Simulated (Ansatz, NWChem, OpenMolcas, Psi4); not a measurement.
## Errors in the dipole moment

8 molecules with nitrogen; the dipole moment in D, computed less measured. Shapes, held fixed at every level: PBE0-D4/def2-TZVP. No vibrational averaging. Dipoles are compared by magnitude; molecules under 1 D, whose direction can flip, are left out. Programs: Ansatz 0.2.0, NWChem 7.3.0, OpenMolcas 26.06, Psi4 1.11. A level may come from different programs for different species; with the same settings they agree closely. Measured values: NIST CCCBDB.

Levels: A = HF/STO-3G; B = PBE-D4/def2-TZVPP; C = B3LYP/6-31G* (Cartesian functions); D = B3LYP-D4/def2-TZVPP; E = wB97M-V/def2-TZVPP.

```
               molecule  measured      A      B      C      D      E
 HCN (hydrogen cyanide)      2.98  -0.52  -0.06  -0.08  +0.05  +0.06
          NH3 (ammonia)      1.47  +0.30  +0.10  +0.38  +0.13  +0.14
      CH2N2 (cyanamide)      4.32  -0.71  +0.28  +0.21  +0.32  +0.30
   C2H3N (acetonitrile)      3.92  -0.87  +0.02  -0.13  +0.08  +0.08
C2H3N (isocyanomethane)      3.85  -0.98  +0.12  -0.21  +0.03  -0.04
 C3H5N (propanenitrile)      4.02  -0.87  +0.01  -0.14  +0.08  +0.08
  C2H7N (dimethylamine)      1.03  +0.16  -0.16  -0.04  -0.10  -0.07
        C4H5N (pyrrole)      1.84  +0.08  +0.09  +0.10  +0.07  +0.11
```

**Question.** Sum up the errors.

**Answer.** 
```
                             level                    kind  mean error  mean absolute error               worst case
                         HF/STO-3G            Hartree–Fock      -0.426                0.561  C2H3N (isocyanomethane)
                 PBE-D4/def2-TZVPP                     GGA      +0.050                0.105                    CH2N2
B3LYP/6-31G* (Cartesian functions)           global hybrid      +0.011                0.161                      NH3
               B3LYP-D4/def2-TZVPP           global hybrid      +0.083                0.108                    CH2N2
                wB97M-V/def2-TZVPP  range-separated hybrid      +0.083                0.110                    CH2N2
```

On this set PBE-D4/def2-TZVPP has the smallest mean absolute error and HF/STO-3G the largest. HF/STO-3G is too low in 5 of 8; PBE-D4/def2-TZVPP is too high in 6 of 8; B3LYP-D4/def2-TZVPP is too high in 7 of 8; wB97M-V/def2-TZVPP is too high in 6 of 8. The levels differ in basis as well as in method. The tabulated value of C4H5N is in doubt (older tables, estimates, or at odds with other calculations) and kept here. Over the 7 molecules whose values aren't doubted the mean absolute errors are A 0.630; B 0.107; C 0.170; D 0.113; E 0.110. The smallest two are near a tie. The set is small.
